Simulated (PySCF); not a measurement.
## Gas-phase thermal properties of AlCl2F

Method: PySCF energies (xtb for GFN2) plus ideal-gas RRHO corrections (1 bar). The comparison is the NASA 1993 polynomial table, which mixes measured and estimated data. 6-31G* has spherical d functions here. All species are closed-shell singlets. B3LYP is the form with VWN-RPA correlation. The harmonic model lacks anharmonicity and excited electronic states, which grow with temperature; levels with a mode under 35 cm⁻¹ are left out. The table's entry may be an old estimate for AlCl2F (not checked at source).

```
level           point group  σ  ZPE (kJ/mol)  S°298 (J/mol/K)  Cp298 (J/mol/K)  S°1000 (J/mol/K)  H1000 − H298 (kJ/mol)
--------------  -----------  -  ------------  ---------------  ---------------  ----------------  ---------------------
table                     -  -             -            311.4             68.8             404.1                   54.6
B3LYP/6-31G*            C2v  2          15.2            311.0             68.4             403.3                   54.4
GFN2-xTB                C2v  2          14.2            314.3             69.3             407.3                   54.7
HF/6-31G*               C2v  2          16.0            308.8             67.5             400.5                   54.1
PBE/def2-SVP            C2v  2          15.0            311.9             68.6             404.3                   54.5
PBE0/def2-TZVP          C2v  2          15.3            310.9             68.3             403.2                   54.4
```
σ: rotational symmetry number. Electronic degeneracy used: 1. Frequencies are unscaled.
